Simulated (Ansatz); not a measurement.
# CH₃Si (doublet): wave-function methods side by side, cc-pVTZ

The task here is to estimate one member of a computed series from the others.

Computed with Ansatz 0.2.0, Gaussian basis. Level: cc-pVTZ, core rule «outside noble gas», up to 6 orbitals frozen.

To be run: UHF; CCSD(T) on ROHF; CCSD(T) on UHF; BCCD(T) on ROHF; CCSDT(Q) on ROHF; CCSDT(Q) on UHF; CASSCF and NEVPT2, 11 electrons in 11 orbitals.

5 further runs of the same task are left out: 5 set aside as unsound or not needed.

### The geometry

The geometry is a PBE0/def2-TZVP stationary point (not a proven minimum).

5 atoms, charge 0, spin multiplicity 2.

Atoms are counted from 1 here; the program's logs count them from 0.

Bond lengths: Si1–C2 1.705 Å, Si1–H3 1.496 Å, C2–H4 1.087 Å, C2–H5 1.083 Å. Angles: C2–Si1–H3 121.5°, Si1–C2–H4 120.3°, Si1–C2–H5 123.6°, H4–C2–H5 116.1°.

Set-up of the first run:

Input file in.yaml:

```yaml
crystal:
  periodic: [false, false, false]
  atoms:
    - {symbol: Si, position_ang: [0.000000, -0.089015, 0.556798]}
    - {symbol: C, position_ang: [0.000000, 0.088130, -1.138555]}
    - {symbol: H, position_ang: [0.000000, 1.098328, 1.467598]}
    - {symbol: H, position_ang: [0.000000, 1.078590, -1.586971]}
    - {symbol: H, position_ang: [0.000000, -0.746740, -1.828263]}
basis:
  gaussian: {orbitals: cc-pVTZ}
magnetization: {spin_polarized: true, initial_magnetization: 1}
hamiltonian: {xc: hf}
output: {orbitals: {seedname: orbitals}}
```

Started as:

```console
$ ansatz run in.yaml --threads 1 --pin off --events-out ev --progress --plain --max-ram 2816MiB --backend cpu
```

Steps of the session up to this table: UHF; CCSD(T) on ROHF; CCSD(T) on UHF; BCCD(T) on ROHF; CCSDT(Q) on ROHF; CCSDT(Q) on UHF; CASSCF and NEVPT2, 11 electrons in 11 orbitals.

One of the session's tables, all rows but one given; the rest of the session is left out.

It belongs to the step «Misses and costs». 

```
        method  from RCCSDT(Q) (meV)
          ROHF               +8575.8
           UHF               +8280.3
          RMP2               +1182.5
          UMP2                     ?
         RCCSD                +452.2
         UCCSD                +460.7
      RCCSD(T)                 +55.9
      UCCSD(T)                 +87.0
       BCCD(T)                 +55.7
        RCCSDT                 +27.2
        UCCSDT                 +26.0
     RCCSDT(Q)                     0
     UCCSDT(Q)                  -4.2
CASSCF valence               +5391.5
NEVPT2 valence               +1318.8
```

Estimate the missing values for UMP2.

The run gave: from RCCSDT(Q) (meV): +1569.3. In the column «from RCCSDT(Q) (meV)» it lies between NEVPT2 valence (+1318.8) and CASSCF valence (+5391.5).

With the free atoms at the same levels and basis (separate runs), the atomisation energy is 15.385 eV at RCCSDT(Q), 15.365 eV at RCCSD(T), 15.330 eV at UCCSD(T), 11.604 eV at ROHF.

Limits of these values: Restricted and unrestricted rows rest on different reference determinants; where their highest levels disagree by more than a few hundredths of an eV, they describe different states and don't form one ladder.
